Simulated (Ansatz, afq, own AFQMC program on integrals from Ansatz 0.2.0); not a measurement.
SiNH2, quartet: AFQMC among the cluster methods

```xyz
4

Si    0.0095   -0.1038    0.6022
N    -0.0872    0.1443   -1.1807
H     0.2656    1.1829    1.3191
H     0.6831   -0.2976   -1.6914
```

Connectivity, by distances: SiH–NH.

Basis cc-pVDZ. Noble-gas cores (and the filled d shells of Ga–Kr and In–Xe) are frozen. Integrals, coupled cluster, full CI and functionals: Ansatz 0.2.0; the random walks run on the same integrals in our own AFQMC program. The CISD trial takes its coefficients from CCSD amplitudes. Released means that phaseless walkers are propagated on without the constraint, phases kept. Free AFQMC starts from the CCSD state and is never constrained. Its projection time is finite, and what remains of the start isn't in its error. Error bars are statistical, one sigma.

Determinant: UHF, the one that the program's search chose, which needn't be the lowest solution. The geometry is a PBE0/def2-TZVP stationary point of this or a neighbouring charge and spin state.

No full CI on the walks' own integrals is used here; CCSDT(Q) serves as the reference and is uncertain by about the last step of the cluster series.

Cautions: another spin lies lower.

The T1 diagnostic is 0.0231 and the weight of the determinant in the CISD state is 0.893. The ⟨S²⟩ of the determinant is 3.765. The size of the correlated space is 11 electrons in 36 orbitals.

| level | correlation energy (eV) |
| --- | --- |
| MP2 | -5.3352 |
| CCSD | -6.1909 |
| CCSD(T) | -6.3500 |

Problem. Estimate where AFQMC with the constraint released lies against CCSD(T) on the same integrals.

Solution. 1.58 ± 0.16 mEh below CCSD(T).

Reference: CCSDT(Q), correlation energy -6.391 eV. The released energy is read at 2.40 1/Eh (meV from the phaseless value at times in 1/Eh: -3.2 ± 2.2 at 0.24, -8.4 ± 2.1 at 0.51, -8 ± 3 at 0.99, -10 ± 3 at 1.62, -13 ± 4 at 2.40).

```tsv
level	E − E(reference) (mEh)	share of correlation (%)
CCSD(T)	1.51	99.36
CCSDT	0.46	99.80
ph-AFQMC/HF	0.60 ± 0.95	99.75
ph-AFQMC/CISD	0.42 ± 0.12	99.82
released AFQMC	-0.06 ± 0.16	100.03
free AFQMC	0.11 ± 0.08	99.95
```

Free projections are given only where their last times agree within the noise and don't stop above the reference; a slow remainder of the start can still hide under it. Released energies are given only where the last usable release times agree within the noise; a slower fall can still hide under it.
